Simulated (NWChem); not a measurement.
## Total energies of Na (-1)

```xyz
1

Na     0.0000     0.0000     0.0000
```
Charge -1, spin multiplicity 1.

All runs are NWChem calculations.

Basis set: aug-cc-pVDZ (27 functions).

```json
[
 {"method": "RHF", "total energy (Ha)": "-161.75883"},
 {"method": "MP2", "total energy (Ha)": "-161.77565"},
 {"method": "B2PLYP", "total energy (Ha)": "-162.17555"},
 {"method": "PBE", "total energy (Ha)": "-162.18015"},
 {"method": "B3LYP", "total energy (Ha)": "-162.31260"},
 {"method": "TPSS", "total energy (Ha)": "-162.30911"}
]
```

Total energies of different functionals aren't comparable as a measure of quality: only differences taken within one method are. 

The correlated methods keep 1 core orbital frozen. B3LYP has NWChem's definition, with VWN1-RPA local correlation.
